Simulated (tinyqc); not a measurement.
Inside a calculation. Method: Pariser-Parr-Pople SCF with singles CI, for the molecule O=CC=O (SMILES; centres numbered as the heavy atoms are written). One step of it, computed by the program tinyqc.

Question. Iteration 2: Fock matrix. F_rr = H_rr + P_rr gamma_rr / 2 + sum_(s != r) P_ss gamma_rs; F_rs = H_rs - P_rs gamma_rs / 2; E = tr P (H + F) / 2 + core repulsion sum_(r<s) z_r z_s gamma_rs.

P after iteration 1, lower triangle:
```
           1O        2C        3C        4O
1O   1.443121
2C   0.832097  0.556879
3C   0.135540  0.261642  0.556879
4O  -0.261642  0.135540  0.832097  1.443121
```

core matrix H (eV), lower triangle:
```
            1O          2C          3C          4O
1O  -30.660388
2C   -2.510000  -26.371391
3C    0.000000   -2.390000  -26.371391
4O    0.000000    0.000000   -2.510000  -30.660388
```

repulsion gamma_rs (eV), lower triangle:
```
           1O         2C         3C         4O
1O  15.200000
2C   5.772710  11.130000
3C   4.092353   5.346327  11.130000
4O   3.095325   4.092353   5.772710  15.200000
```

Centres (angstrom, eV; a flat drawing with bonds scaled to 1.40 angstrom):
```
centre          x          y  core charge z          W   gamma_rr
1O       1.848000  -0.127000              1  17.700000  15.200000
2C       0.559000   0.421000              1  11.160000  11.130000
3C      -0.559000  -0.421000              1  11.160000  11.130000
4O      -1.848000   0.127000              1  17.700000  15.200000
```

Give: F; pi energy.

Answer.

F (eV), lower triangle:
```
         1O       2C       3C       4O
1O  -9.7321
2C  -4.9117  -6.0586
3C  -0.2773  -3.0894  -6.0586
4O   0.4049  -0.2773  -4.9117  -9.7321
```

pi energy = -62.1450 eV
